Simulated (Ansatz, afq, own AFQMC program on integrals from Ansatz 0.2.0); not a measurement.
# Atomization energy of Si5H10, singlet, worked out

```tsv
atom	x (Å)	y (Å)	z (Å)
Si	-1.1005	1.4629	0.7108
Si	-0.0509	-0.2412	1.9509
Si	1.6910	-0.8656	0.4957
Si	0.6121	-0.9790	-1.5991
Si	-1.1370	0.6161	-1.4945
H	-0.2241	2.6778	0.7477
H	-2.4596	1.8327	1.2146
H	0.4153	0.1983	3.3025
H	-0.9958	-1.3933	2.1093
H	2.3778	-2.1398	0.8729
H	2.7009	0.2411	0.4661
H	0.0208	-2.3438	-1.7753
H	1.5469	-0.7146	-2.7371
H	-0.9495	1.7059	-2.5029
H	-2.4473	-0.0576	-1.7617
```

Basis def2-SVP. Noble-gas cores (and the filled d shells of Ga–Kr and In–Xe) are frozen. AFQMC by an in-house program on the Cholesky factors that Ansatz 0.2.0 writes for its CCSD(T) run. ph-AFQMC/CISD is guided by a CISD state made of CCSD amplitudes; releasing the constraint for a short imaginary time cuts its bias at the price of noise, slowly where states lie close. Error bars are statistical, one sigma.

Total energies in eV. CBS is CCSD(T) at the limit of def2-TZVPP/QZVPP (MP2 extrapolated, CCSD(T) minus MP2 added); the highest rung of each member is named.

Cautions: Si₅H₁₀ (singlet): the released value is read at 0.90 1/Eh with a noise of 14 meV, more than in the cases checked (meV from the phaseless value at times in 1/Eh: 3 ± 8 at 0.21, -12 ± 8 at 0.42, -25 ± 12 at 0.63, -25 ± 14 at 0.90).

| member | count | CCSD(T)/def2-SVP | highest rung in def2-SVP | which | CCSD(T)/CBS |
| --- | --- | --- | --- | --- | --- |
| Si (triplet) | +5 | -7859.0718 | -7859.0829 | FCI | -7862.5673 |
| H (doublet) | +10 | -13.5861 | -13.5861 | FCI | -13.6059 |
| Si₅H₁₀, singlet | -1 | -39473.8158 | -39473.9133 ± 0.0138 | released AFQMC | -39494.8247 |

**Question.** Work out the best estimate of the atomization energy: the CCSD(T)/CBS difference plus the step from CCSD(T) to the highest rung.

**Answer.** Sums with the counts: CCSD(T)/CBS 45.9292 eV, highest rung 42.6378 eV, CCSD(T)/def2-SVP 42.5958 eV. The step is 42.6378 − 42.5958 = 0.0420 eV, so the best estimate is 45.9292 + (0.0420) = 45.9712 eV = 1060.1 kcal/mol, with sampling noise 0.014 eV. The basis set is worth 3.333 eV of it. Zero-point, core-correlation and spin–orbit terms aren't in it. Past Ne the Hartree–Fock part of each CBS total tends to overshoot, since the cores don't follow the formula; that largely cancels in the difference.

Best estimates are given only where the step beyond CCSD(T) is under 0.3 eV and no member's determinant is very poor (T1 over 0.05, or 0.07 for open shells, ⟨S²⟩ too high by 0.3, two states mixed), so the hardest cases are missing from such tables.

Each member of a difference takes its own highest rung, so a best estimate needn't equal the limit plus the step of one row. Released energies are given only where the last usable release times agree within the noise; a slower fall can still hide under it.
